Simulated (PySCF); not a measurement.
Series CXY, Y = methyl, computed as singlets and as triplets. Isolated molecules, 0 K electronic values unless said otherwise. One relaxed conformer stands for each flexible species; it need not be the lowest. Strings in code marks are SMILES.

A: X = hydroxy, multiplicity 3 (`C[C]O` (excited triplet; C–C–O–H torsion 103°))
B: X = fluoro, multiplicity 3 (`F[C]C` (excited triplet))
C: X = amino, multiplicity 3 (`C[C]N` (excited triplet))

Order them by highest occupied spin orbital (lowest first) at the level PBE-D3(BJ)/def2-TZVP // B3LYP-D3(BJ)/def2-TZVP (PySCF).

B (-4.10 eV), C (-3.96 eV), A (-3.82 eV)
